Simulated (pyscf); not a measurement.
# Hydrogen abstraction: F–Ge•(F)–F + ammonia (NH₃) → F–GeH(F)–F + amino radical (NH₂•)

Gas phase, doublet surface, charge 0. Bonds broken: N5–H6. Bonds formed: Ge2–H6. PySCF, gas phase, ωB97X-D3(BJ)/def2-SVP geometries.

Transition state (Å):

```xyz
8

F      2.0569     0.8386    -0.6353
Ge     0.3837     0.5626    -0.3429
F     -0.1431     1.8794     0.6387
F     -0.4018     0.7917    -1.8603
N     -1.0232    -1.7542     1.0651
H      0.0107    -0.8290     0.3343
H     -1.8012    -1.7444     0.3844
H     -1.3519    -1.1136     1.8069
```

One imaginary mode, 552i cm⁻¹; descent along it reached the two sides named, in the forms told below.

```
bond    change  reactant side (Å)  saddle  product side
------  ------  -----------------  ------  ------------
N5–H6   breaks              1.021   1.568           2.7
Ge2–H6   forms                3.0   1.592         1.513
```

Electronic energies relative to the separated reactants (kJ/mol):

| level | barrier | reaction energy | reverse barrier |
|---|---|---|---|
| ωB97X-D3(BJ)/def2-TZVP | 93.6 | +91.1 | 2.5 |
| PBE/def2-TZVP | 95.2 | +121.4 | -26.2 |
| r²SCAN/def2-TZVP | 86.7 | +96.7 | -9.9 |
| B3LYP-D3(BJ)/def2-TZVP | 91.2 | +100.7 | -9.5 |
| PBE0-D3(BJ)/def2-TZVP | 92.2 | +100.9 | -8.6 |
| M06-2X/def2-TZVP | 112.7 | +104.9 | 7.8 |
| ωB97M-D3(BJ)/def2-TZVP | 107.6 | +103.8 | 3.8 |
| HF/def2-TZVP | 92.5 | +34.0 | 58.5 |

With ωB97M-D3(BJ)/def2-TZVP energies and thermal terms (ideal gas, 1 atm, RRHO with modes under 100 cm⁻¹ raised to 100, one conformer, R ln 2 for chiral ones without a mode under 150 cm⁻¹), in kJ/mol:

```tsv
T (K)	ΔH‡	ΔG‡	ΔH	ΔG
298	91.4	129.0	+87.3	+88.2
600	94.7	165.9	+88.9	+88.6
900	99.3	200.6	+90.8	+88.0
1200	103.9	233.6	+92.5	+86.8
```

On the reactant side the descent ends in an adduct with a Ge–N contact (not fully relaxed), 75.3 kJ/mol under the separated species and 169.0 kJ/mol under the saddle at ωB97X-D3(BJ)/def2-TZVP. On the product side the descent ends in a bound adduct, 35.7 kJ/mol under the separated species and 38.2 kJ/mol under the saddle at ωB97X-D3(BJ)/def2-TZVP. At PBE, r²SCAN, B3LYP-D3(BJ), PBE0-D3(BJ) the saddle lies under the separated products, which points to a path from their complex (located at ωB97X-D3(BJ) alone), and parting the products costs more than the saddle. This is the saddle that the search found; another between the same sides may lie lower. The angle at the transferred H is 150°. Elements up to Kr have no core potential and no relativistic terms here.
